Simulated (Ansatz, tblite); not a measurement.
**The cluster LiAl₃: rung by rung**

Aim: run the singlet of the cluster LiAl₃ at one geometry on many levels, and compare frontier levels, spin and run time.

The runs use Ansatz 0.2.0, Gaussian basis; as each input shows.

Levels to be run: GFN1-xTB, GFN2-xTB, PBE-D4/def2-TZVP, r2SCAN-D4/def2-TZVP, B3LYP-D4/def2-TZVP, revPBE-D4/def2-TZVP, B97M-V/def2-TZVP, LDA/def2-TZVP, ωB97X-V/def2-TZVP, PBE-D4/def2-SVP, PBE0-D4/def2-SVP, HF/STO-3G, PBE0-D4/def2-TZVPD, PBE-D4/def2-TZVPD, r2SCAN-D4/def2-TZVPD, CCSD(T)/def2-TZVPP, MP2/def2-TZVP, RPA/def2-TZVP, CCSD(T)/def2-TZVPD.

1 further run of the same task is left out (set aside as unsound or not needed). Runs told in other sessions of the task aren't counted.

**1. The structure**

The singlet was relaxed beforehand with r2SCAN-D4/def2-TZVP. At that level it is the lowest of the isomers that a small search found.

4 atoms, charge 0, spin multiplicity 1.

Bond lengths: Al1–Al2 2.509 Å, Al1–Al3 2.510 Å, Al1–Li4 2.848 Å, Al2–Al3 2.513 Å, Al2–Li4 2.823 Å, Al3–Li4 2.826 Å. Angles: Al2–Al1–Al3 60.1°, Al2–Al1–Li4 63.2°, Al3–Al1–Li4 63.3°, Al1–Al2–Al3 60.0°, Al1–Al2–Li4 64.2°, Al3–Al2–Li4 63.6°, Al1–Al3–Al2 59.9°, Al1–Al3–Li4 64.2°, Al2–Al3–Li4 63.5°, Al1–Li4–Al2 52.5°, Al1–Li4–Al3 52.5°, Al2–Li4–Al3 52.8°.

Coordinates:

```mol
Al3Li
  3D, bonds by distance, orders not assigned

  4  6  0  0  0  0  0  0  0  0999 V2000
    0.6599   -1.2947   -0.6150 Al  0  0
    1.1921    0.9047    0.4687 Al  0  0
   -0.6769    0.7468   -1.2038 Al  0  0
   -1.1751   -0.3568    1.3501 Li  0  0
  1  2  8  0
  1  3  8  0
  1  4  8  0
  2  3  8  0
  2  4  8  0
  3  4  8  0
M  END
```

PBE0-D4/def2-TZVP was run before; its log isn't repeated, and its numbers join the tables.

**2. GFN1-xTB**

Tight binding, by tblite at 300 K electronic temperature and without a spin-polarisation term:

```python
tblite.interface.Calculator('GFN1-xTB', numbers, positions, charge=0, uhf=0).singlepoint()
```

Energy -108.4587 eV, HOMO -7.02 eV, LUMO -6.80 eV; 0.003 s.

**3. GFN2-xTB**

Tight binding, by tblite at 300 K electronic temperature and without a spin-polarisation term:

```python
tblite.interface.Calculator('GFN2-xTB', numbers, positions, charge=0, uhf=0).singlepoint()
```

Energy -86.2046 eV, HOMO -6.31 eV, LUMO -5.89 eV; 0.004 s.

**4. PBE-D4/def2-TZVP**

start.molden holds the orbitals of an earlier run on this state, given as this run's starting guess.

File in.yaml:

```yaml
crystal:
  periodic: [false, false, false]
  atoms:
    - {symbol: Al, position_ang: [0.659860, -1.294742, -0.615007]}
    - {symbol: Al, position_ang: [1.192122, 0.904683, 0.468691]}
    - {symbol: Al, position_ang: [-0.676887, 0.746845, -1.203777]}
    - {symbol: Li, position_ang: [-1.175105, -0.356786, 1.350103]}
basis:
  gaussian: {orbitals: def2-TZVP, initial_orbitals: start.molden}
hamiltonian: {xc: pbe, dispersion: d4}
scf: {omitted_lower_state_checks: [starts]}
output: {forces: true, orbitals: {seedname: orbitals}}
```

The run is started by

```sh
$ ansatz run in.yaml --threads 4 --pin off --events-out ev --progress --plain --max-ram 3916MiB
```

The runs that follow: r2SCAN-D4/def2-TZVP; B3LYP-D4/def2-TZVP; revPBE-D4/def2-TZVP; B97M-V/def2-TZVP; LDA/def2-TZVP; ωB97X-V/def2-TZVP; PBE-D4/def2-SVP; PBE0-D4/def2-SVP; HF/STO-3G; PBE0-D4/def2-TZVPD; PBE-D4/def2-TZVPD; r2SCAN-D4/def2-TZVPD; CCSD(T)/def2-TZVPP; MP2/def2-TZVP; RPA/def2-TZVP; CCSD(T)/def2-TZVPD.

**Question.** What will the summary of the whole plan be? Wanted: gap in def2-TZVP, named functionals, smallest and largest; correlation energy, CCSD(T)/def2-TZVPP; correlation energy, MP2/def2-TZVP; correlation energy, CCSD(T)/def2-TZVPD; binding an atom, functionals in def2-TZVP; PBE0 total energy, smallest basis above largest.

The runs gave:

| quantity | value |
| --- | --- |
| gap in def2-TZVP, named functionals, smallest and largest | 0.61 eV (LDA), 5.22 eV (ωB97X-V) |
| correlation energy, CCSD(T)/def2-TZVPP | -8.62 eV |
| correlation energy, MP2/def2-TZVP | -7.19 eV |
| correlation energy, CCSD(T)/def2-TZVPD | -8.56 eV |
| binding an atom, functionals in def2-TZVP | 1.31 (B3LYP-D4) to 1.78 eV (LDA) |
| PBE0 total energy, smallest basis above largest | 7.11 eV (def2-SVP, def2-TZVPD) |

Over the named functionals in def2-TZVP the gap runs from 0.61 eV (LDA) to 5.22 eV (ωB97X-V); exact exchange widens it. Notes on CCSD(T)/def2-TZVPP: large T1 diagnostic.
